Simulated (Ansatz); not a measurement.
# CHNS: the cost of one run

Computed with Ansatz 0.2.0 (CCSD on Hartree-Fock, Gaussian basis cc-pV(T+d)Z, unless a step's input says otherwise).

## (1) The system as given

Bond lengths: H1–C2 1.060 Å, C2–N3 1.170 Å, N3–S4 1.600 Å. Angles: H1–C2–N3 180.0°, C2–N3–S4 180.0°.

Structure file:

```xyz
4

H    -1.7800    0.0000    0.0000
C    -0.7200    0.0000    0.0000
N     0.4500    0.0000    0.0000
S     2.0500    0.0000    0.0000
```

## (2) Relaxing the atoms: CHNS

input.yaml

```yaml
relax:
  f_tol: 0.001
  max_steps: 200
crystal:
  periodic: [false, false, false]
  atoms:
    - { symbol: H, position_ang: [-1.78, 0.0, 0.0] }
    - { symbol: C, position_ang: [-0.72, 0.0, 0.0] }
    - { symbol: "N", position_ang: [0.45, 0.0, 0.0] }
    - { symbol: S, position_ang: [2.05, 0.0, 0.0] }
basis:
  gaussian: { orbitals: "cc-pV(T+d)Z.json" }
hamiltonian:
  xc: hf
correlation:
  method: ccsd
```

Started as:

```
ansatz run input.yaml --threads 8 --pin off --max-ram 16384MiB --backend cpu --events-out ev --progress --plain --runs-dir out
```

What time and memory should one allow on 8 threads of Arm Neoverse V2, shared host?

About 18 s, with a peak of 0.61 GiB.
